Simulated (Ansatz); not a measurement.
# CH5BN: the cost of one run

Method: UKS B3LYP-D4/6-31G, in Ansatz 0.2.0.

## 1. The structure to begin with

Bond lengths: B1–N2 1.371 Å, N2–C3 1.452 Å, B1–H4 1.193 Å, B1–H5 1.207 Å, N2–H6 1.015 Å, C3–H7 1.129 Å, C3–H8 1.116 Å. Angles: B1–N2–C3 133.5°, B1–N2–H6 117.2°, C3–N2–H6 108.7°, N2–B1–H4 121.8°, N2–B1–H5 119.2°, H4–B1–H5 119.0°, N2–C3–H7 106.8°, N2–C3–H8 107.4°, H7–C3–H8 105.4°.

Coordinates:

```xyz
8

B    -0.6262    0.8503   -0.6382
N    -0.0380    0.1635    0.3927
C     0.4233   -1.2050    0.5471
H    -0.6961    0.3949   -1.7386
H    -1.0948    1.9425   -0.4259
H    -0.0159    0.6187    1.3002
H     1.4381   -1.1536    1.0388
H     0.6095   -1.6113   -0.4760
```

## 2. Preparing the start

input.yaml

```yaml
crystal:
  periodic: [false, false, false]
  atoms:
    - { symbol: B, position_ang: [-0.6262, 0.85031, -0.63818] }
    - { symbol: "N", position_ang: [-0.03798, 0.16352, 0.39268] }
    - { symbol: C, position_ang: [0.42333, -1.20503, 0.54711] }
    - { symbol: H, position_ang: [-0.69612, 0.39488, -1.73863] }
    - { symbol: H, position_ang: [-1.09482, 1.94255, -0.42594] }
    - { symbol: H, position_ang: [-0.01588, 0.61867, 1.30017] }
    - { symbol: H, position_ang: [1.43814, -1.15356, 1.03878] }
    - { symbol: H, position_ang: [0.60954, -1.61134, -0.47599] }
total_charge: -1
magnetization:
  spin_polarized: true
basis:
  gaussian: { orbitals: "6-31G" }
hamiltonian:
  xc: b3lyp
  dispersion: d4
relax:
  f_tol: 0.02
  max_steps: 40
```

Run with:

```
> ansatz run input.yaml --threads 1 --pin off --max-ram 2048MiB --backend cpu --events-out ev --progress --plain --runs-dir out
```

What time and memory should one allow on 1 thread of Intel Xeon at 2.70GHz, shared host?

About 24 s, with a peak of 0.14 GiB.
